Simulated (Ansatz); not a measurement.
System: C2H4NO, charge 0, multiplicity 2. It need not be the lowest isomer of its formula. 
Coordinates optimised at B3LYP-D3(BJ)/def2-TZVP (Ansatz, a quantum-chemistry and plane-wave program):
```xyz
8

O      0.2440     1.2982     0.2869
C      0.0056     0.1235     0.0276
N      1.0071    -0.7711    -0.2593
C     -1.3493    -0.3957    -0.0172
H      0.8326    -1.7569    -0.3335
H     -1.5726    -1.4257    -0.2615
H     -2.1561     0.2872     0.1984
H      1.9565    -0.4591    -0.1456
```
Charge 0, spin multiplicity 2.

Quantity: atomisation energy (electronic, to ground-state atoms), in kcal/mol. Correlated levels leave the core frozen unless marked. Open shells are spin-unrestricted. Spin-orbit coupling is left out. No relativistic terms. The coupled-cluster limit lacks core correlation, which all-electron functionals hold. CBS marks a two-point X^-3 extrapolation of the correlation energy; Hartree-Fock from the larger set. [CCSD(T)-MP2]/basis is that difference in the basis named.

| level | program | atomisation energy (kcal/mol) |
|---|---|---|
| PBE0/def2-SVP | Ansatz | 776.3 |
| PBE0/def2-QZVPP | Ansatz | 770.3 |
| BHLYP-D3(BJ)/def2-TZVPD | Ansatz + dftd3 | 734.4 |
| wB97M-V/def2-TZVPD | Ansatz | 765.6 |

Task: What does RI-MP2/CBS(cc-pVTZ,cc-pVQZ)+[CCSD(T)-MP2]/cc-pVTZ (Ansatz) give?

Result: 760.4 kcal/mol
